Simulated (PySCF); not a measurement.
# Ionisation energy of B by level of theory

B [He] 2s2 2p1 (2P) → B⁺ [He] 2s2 (1S), as a difference of total energies. Computed with PySCF 2.14 in dyall-av3z (15s9p3d2f, 71 functions), with scalar relativity by spin-free X2C-1e. Correlated levels: valence: 1s2 frozen; virtual orbitals above 40 to 60 times the deepest correlated orbital energy dropped. The calculations carry no spin-orbit coupling.

Task: Order these methods by the ionisation energy they give, lowest first.
A. r2SCAN
B. M06
C. B97-3
D. SCS-MP2 (valence)

Result: D (8.230 eV), B (8.436 eV), C (8.573 eV), A (8.766 eV).

Errors of the correlated levels include the incompleteness of this basis and the frozen core.

For comparison: 8.297 eV (measured; NIST levels, between the centres of gravity of the two terms).
